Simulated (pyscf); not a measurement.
Thermochemistry of product channels of `[CH3][O][O]` [doublet] + `[OH2]` on the doublet surface, in kcal/mol, from CCSD(T)/def2-TZVPP + ΔMP2(QZVPP) energies (ideal gas, 1 atm, RRHO with modes under 100 cm⁻¹ raised to 100, one conformer, R ln 2 for rigid chiral ones). PySCF, gas phase, ωB97X-D3(BJ)/def2-SVP geometries. Correlated levels are frozen-core, on RHF or UHF. ΔMP2 is the change of the MP2 total energy from the triple- to the quadruple-zeta basis.

```
products                                                 ΔE  ΔH(298 K)  ΔG(600 K)  ΔG(1200 K)
---------------------------------------------------  ------  ---------  ---------  ----------
`[CH3][O][OH]` + `[O]` [triplet] + `[H]` [doublet]   +139.1     +133.9     +121.0      +105.8
`[CH3][O][OH]` + `[OH]` [doublet]                     +33.2      +32.5      +32.6       +32.1
`[CH3][OH]` + `[O][OH]` [doublet]                      +9.1       +9.5       +8.3        +7.6
`[CH3][OH]` + `[O]=[O]` [triplet] + `[H]` [doublet]       ?      +58.7      +44.0       +28.4
`[CH4]` + `[O]=[O]` [triplet] + `[OH]` [doublet]      +48.8      +45.2      +28.9       +12.5
`[CH3][OH]` + `[O]` [triplet] + `[OH]` [doublet]          ?      +72.1      +55.9       +38.8
`[CH3][O]` [doublet] + `[OH][OH]`                     +28.1      +27.1      +25.2           ?
```

Q: Fill in the missing entries.

A: 
- `[CH3][OH]` + `[O]=[O]` [triplet] + `[H]` [doublet], ΔE: +63.7
- `[CH3][OH]` + `[O]` [triplet] + `[OH]` [doublet], ΔE: +74.3
- `[CH3][O]` [doublet] + `[OH][OH]`, ΔG(1200 K): +23.2

These are energies of the channels, which say nothing of barriers. H₃C–O–O• lies 49.2 kcal/mol over its isomer HO–CH•–OH, and others may lie lower still (electronic energy, ωB97M-D3(BJ)). H₃C–O–OH lies 63.6 kcal/mol over its isomer HO–CH₂–OH, and others may lie lower still (electronic energy, ωB97M-D3(BJ)). The CCSD(T) − MP2 part came from Ansatz, without density fitting, on the same reference. Left out: orbital degeneracy and the spin-orbit lowering of OH, O. The orbital near-degeneracy of the XH₃O or XH₃S radical is left out.
